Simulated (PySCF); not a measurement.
The same gas-phase reaction for Al, Ga, In:
- 2 AlH + C4H8 (trans-2-butene) + 2 NH3 → 2 Al(CH3)2NH2
- 2 GaH + C4H8 (trans-2-butene) + 2 NH3 → 2 Ga(CH3)2NH2
- 2 InH + C4H8 (trans-2-butene) + 2 NH3 → 2 In(CH3)2NH2

Method: PySCF energies plus ideal-gas RRHO corrections (1 bar). † marks an energy on the PBE0/def2-TZVP geometry and frequencies. MP2 and CCSD(T) freeze the core. All species are closed-shell singlets. In: scalar-relativistic def2 core potential, no spin-orbit coupling. Ga: all electrons, no relativistic terms. Al(CH3)2NH2, GaH, Ga(CH3)2NH2, InH, In(CH3)2NH2: computed as isolated molecules; such fragments, hydroxides, amides, oligomers or adducts are transient or little studied in the gas. MP2 isn't extrapolated to the basis-set limit. CCSD(T) isn't extrapolated to the basis-set limit.

ΔH°(298 K) in kJ, by level:

```json
[
 {"level": "ωB97M-V/def2-TZVP†", "Al": "-670.6", "Ga": "-435.1", "In": "[?]"},
 {"level": "r2SCAN/def2-TZVP†", "Al": "-727.0", "Ga": "-481.3", "In": "[?]"},
 {"level": "MP2/def2-TZVPP†", "Al": "-703.7", "Ga": "-522.7", "In": "-236.7"},
 {"level": "PBE0/def2-QZVP†", "Al": "-674.6", "Ga": "-441.0", "In": "[?]"},
 {"level": "ωB97X-V/def2-TZVP†", "Al": "-692.4", "Ga": "-466.7", "In": "[?]"},
 {"level": "PBE/def2-TZVP†", "Al": "-653.0", "Ga": "-419.7", "In": "[?]"},
 {"level": "CCSD(T)/def2-SVP†", "Al": "-607.6", "Ga": "-418.6", "In": "[?]"}
]
```

**Question.** Some entries are withheld; supply them.

**Answer.** 
- ωB97M-V/def2-TZVP†, In: -197.6
- r2SCAN/def2-TZVP†, In: -206.5
- PBE0/def2-QZVP†, In: -181.0
- ωB97X-V/def2-TZVP†, In: -215.3
- PBE/def2-TZVP†, In: -165.5
- CCSD(T)/def2-SVP†, In: -134.6
